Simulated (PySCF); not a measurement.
# C5H5P: the cost of one run

Method: levels as typed in each script, gas phase, geometry from GFN2-xTB; program: PySCF 2.14.0.

## (1) The starting structure

SMILES `c1ccpcc1`, 11 atoms, charge 0, spin multiplicity 1.

Bond lengths: C1–C2 1.386 Å, C1–C6 1.386 Å, C1–H7 1.081 Å, C2–C3 1.379 Å, C2–H8 1.083 Å, C3–P4 1.734 Å, C3–H9 1.083 Å, P4–C5 1.734 Å, C5–C6 1.379 Å, C5–H10 1.083 Å, C6–H11 1.083 Å. Angles: C2–C1–C6 122.5°, C2–C1–H7 118.8°, C6–C1–H7 118.8°, C1–C2–C3 123.4°, C1–C2–H8 118.2°, C3–C2–H8 118.4°, C2–C3–P4 125.4°, C2–C3–H9 118.3°, P4–C3–H9 116.3°, C3–P4–C5 99.9°, P4–C5–C6 125.4°, P4–C5–H10 116.3°, C6–C5–H10 118.3°, C1–C6–C5 123.4°, C1–C6–H11 118.2°, C5–C6–H11 118.4°.

Coordinates:

```xyz
11

C    -1.6776    0.0000    0.0000
C    -1.0107   -1.2152    0.0000
C     0.3636   -1.3275    0.0000
P     1.4797    0.0000    0.0000
C     0.3635    1.3275    0.0000
C    -1.0108    1.2151    0.0000
H    -2.7583   -0.0001    0.0000
H    -1.6009   -2.1234    0.0000
H     0.7983   -2.3199    0.0000
H     0.7981    2.3200    0.0000
H    -1.6011    2.1233    0.0000
```

## (2) The π active space (6-311g**)

input.py

```python
import numpy as np
from pyscf import gto, scf, dft, mcscf, mrpt
from pyscf.mcscf import avas

def solve(mol, dm0=None, hcore=None):
    mf = scf.ROHF(mol) if mol.spin else scf.RHF(mol)
    mf = mf.density_fit(auxbasis='def2-universal-jkfit')
    mf.conv_tol, mf.max_cycle = 1e-8, 80
    if hcore is not None:
        mf.get_hcore = lambda *args: hcore
    mf.kernel(dm0)
    if not mf.converged:
        mf = mf.newton().run(mf.mo_coeff, mf.mo_occ, max_cycle=30)
    assert mf.converged, 'SCF not converged'
    return mf

mol = gto.M(atom='''
C     -1.67761    -0.00003     0.00000
C     -1.01068    -1.21520     0.00000
C      0.36359    -1.32747     0.00000
P      1.47972     0.00004     0.00000
C      0.36350     1.32750     0.00000
C     -1.01076     1.21514     0.00000
H     -2.75829    -0.00006     0.00000
H     -1.60094    -2.12338     0.00000
H      0.79825    -2.31990     0.00000
H      0.79809     2.31996     0.00000
H     -1.60108     2.12328     0.00000
''', basis='6-311g**', charge=0, spin=0, verbose=4)
mf = solve(mol)
ncas, nel, orbs = avas.avas(mf, ['C 2pz', 'P 3pz'], threshold=0.5, openshell_option=3)
print('active space', nel, ncas)
assert 2 <= ncas <= 10, 'active space too large or empty'
mc = mcscf.CASSCF(mf, ncas, nel)
mc.natorb, mc.max_cycle_macro = True, 60
mc.fix_spin_(ss=mol.spin / 2 * (mol.spin / 2 + 1))
mc.kernel(orbs)
occ = mc.mo_occ[mc.ncore:mc.ncore + ncas]
print('natural occupations', occ.round(4))
e2 = mrpt.NEVPT(mc).kernel()
out = dict(c=mc.mo_coeff[:, mc.ncore:mc.ncore + ncas], occ=occ, e=mc.e_tot, e2=e2, ehf=mf.e_tot, ok=mc.converged, nel=nel, w0=abs(mc.ci).max() ** 2, dm=mc.make_rdm1())
# the other spin state at the same geometry
other = mol.copy().set(spin=2).build()
mo = scf.ROHF(other).density_fit(auxbasis='def2-universal-jkfit').run()
na = (nel + other.spin) // 2
m2 = mcscf.CASSCF(mo, ncas, (na, nel - na))
m2.natorb = True
m2.fix_spin_(ss=other.spin / 2 * (other.spin / 2 + 1))
m2.kernel(mc.mo_coeff)
e2o = mrpt.NEVPT(m2).kernel()
print('other state above this one / eV: CASSCF', (m2.e_tot - mc.e_tot) * 27.211386, 'NEVPT2', (m2.e_tot + e2o - mc.e_tot - e2) * 27.211386)
np.savez('result.npz', eo=m2.e_tot, e2o=e2o, oko=m2.converged, occo=m2.mo_occ[mc.ncore:mc.ncore + ncas], co=m2.mo_coeff[:, mc.ncore:mc.ncore + ncas], **out)
```

Run with:

```sh
$ OMP_NUM_THREADS=1 python input.py
```

Q: Estimate wall time and peak memory on 1 thread of Arm Neoverse V2, shared host.

About 1.7 min, with a peak of 0.43 GiB.
